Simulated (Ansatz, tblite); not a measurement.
Elastic constant C44 (GPa) of solids drawn from the class of tetrahedrally bonded semiconductors and semimetals, at two levels: GFN2-xTB tight binding with its D4 term, in tblite, supercell at the zone centre, Fermi filling at 1000 K (free energies), no spin polarisation (tblite), and PBE (PAW; Ansatz, a first-principles code).

| solid | GFN2-xTB | PBE | shift (%) |
|---|---|---|---|
| cubic BN | 410 | 442 | +7.8 |
| zinc-blende CdSe | 11.7 | 21.7 | +85 |
| wurtzite BN (high-pressure phase) | 293 | 330 | +12.6 |
| zinc-blende ZnSe | 22.5 | 37.1 | +65 |
| zinc-blende AlAs | 36.1 | 51.2 | +42 |
| zinc-blende CuCl | 13.4 | 16.0 | +19.4 |

The shifts run from +7.8 % to +85 %, with a median of +31 %.

Over all 6 rows PBE is the larger in 6.

Ansatz's runs of these crystals have no spin polarisation.

Each level is taken at its own relaxed cell. Caveats: the method was fitted mainly to molecules (GFN2-xTB: cubic BN, zinc-blende CdSe, wurtzite BN, zinc-blende ZnSe, zinc-blende AlAs, zinc-blende CuCl); the run uses a supercell at the zone centre in place of a k mesh (GFN2-xTB: cubic BN, zinc-blende CdSe, wurtzite BN, zinc-blende ZnSe, zinc-blende AlAs, zinc-blende CuCl). Ansatz's density-functional and Hartree–Fock values are scalar-relativistic unless marked +SOC, with PAW data made under PBE.
